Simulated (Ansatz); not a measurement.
Property card for CdPd

Theory: DFT r2SCAN, scalar-relativistic, plane waves, PAW in Ansatz 0.2.0.

Plane waves to 500 eV, a k mesh through Γ of 14×14×12 on the computed 2-atom cell and Gaussian smearing (0.10 eV); no spin polarisation.

The structure is relaxed at this level of theory with its symmetry kept. Whether it is the stable form of this composition wasn't checked.

```cif
data_structure
_symmetry_space_group_name_H-M 'P 1'
_symmetry_Int_Tables_number 1
_cell_length_a 3.0382
_cell_length_b 3.0382
_cell_length_c 3.6614
_cell_angle_alpha 90.000
_cell_angle_beta 90.000
_cell_angle_gamma 90.000
_cell_volume 33.80
loop_
_atom_site_label
_atom_site_type_symbol
_atom_site_fract_x
_atom_site_fract_y
_atom_site_fract_z
_atom_site_occupancy
Cd1 Cd 0.00000 0.00000 0.00000 1
Pd1 Pd 0.50000 0.50000 0.50000 1
```

Task: Formation energy from the elements' standard states (uncorrected)?

Result: -0.461 eV/atom.

Task: Density of states at the Fermi level?

Result: 0.46 states/eV per cell.

Task: Bulk modulus?

Result: 127 GPa.

Task: Its pressure derivative?

Result: 5.5.

Task: Bader charges (e)?

Result: Cd (1 in the cell) 0.40, Pd (1 in the cell) -0.40.

Cost: 9 runs of about 10 core-minutes in all, on Arm Neoverse V1 (shared hosts).